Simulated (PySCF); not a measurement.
The isolated species methacrylic acid, `C=C(C)C(=O)O` is ionised with Al Kα (hν = 1486.6 eV). Calculated photoelectron kinetic energies of its computed core levels, recoil neglected:

| line | kinetic energy (eV) |
| --- | --- |
| 1 | 1196.01 |
| 2 | 1195.61 |
| 3 | 1195.35 |
| 4 | 1191.94 |
| 5 | 948.95 |
| 6 | 946.61 |

Method used: delta-SCF UKS SCAN, pcX-2 on the ionised atom, pcseg-1 elsewhere, spin-free X2C in PySCF.

Q: Convert to binding energies and name the level and atom behind each line. Numbering: `[CH2:1]=[C:2]([CH3:3])[C:4](=[O:5])[OH:6]`.

A: Against the vacuum level, binding energy = hν − kinetic energy.

```
line  binding energy (eV)  level  atoms                      environment
   1               290.59   C 1s     C1             terminal =CH2 carbon
   2               290.99   C 1s     C3                   allylic carbon
   3               291.25   C 1s     C2  fully substituted alkene carbon
   4               294.66   C 1s     C4           carboxylic acid carbon
   5               537.65   O 1s     O5             acid carbonyl oxygen
   6               539.99   O 1s     O6             acid hydroxyl oxygen
```

Q: Where does line 5 move with hν = 1253.6 eV?

A: To 1253.6 − 537.65 = 715.95 eV; every photoline shifts by the change in photon energy, -233.0 eV.

The listed C 1s values span 4.07 eV, from C1 (bonded to C (double bond) and 2 H) to C4 (bonded to O (double bond), O and C). The widest gap between neighbouring values is 3.41 eV, between 291.25 and 294.66 eV. Summing the Pauling electronegativity differences to the bonded atoms, each weighted by its formal bond order, gives -0.70 for the lowest site and +2.67 for the highest; no listed site has a larger sum than the highest. The smallest sum, -1.05, belongs to C3, 0.40 eV above the lowest.

Q: Which effective nuclear charge Zeff reproduces each element's mean 1s value in the hydrogen-like formula E = 13.606 eV × Zeff²?

A: C (Z = 6): mean 291.9 eV, Zeff = 4.63, Z − Zeff = 1.37; O (Z = 8): mean 538.8 eV, Zeff = 6.29, Z − Zeff = 1.71. Means run over the listed sites, weighted by atom count.

Other core shells, valence and Auger electrons aren't listed. One conformer (not necessarily the lowest) at the PBE0-D3(BJ)/def2-SVP geometry, without solvent, vibrations or thermal averaging.

Conformer computed: `[CH2:1]=[C:2]([CH3:3])[C:4](=[O:5])[OH:6]`: C1–C2–C4–O5 180°, H–O6–C4–C2 180°.
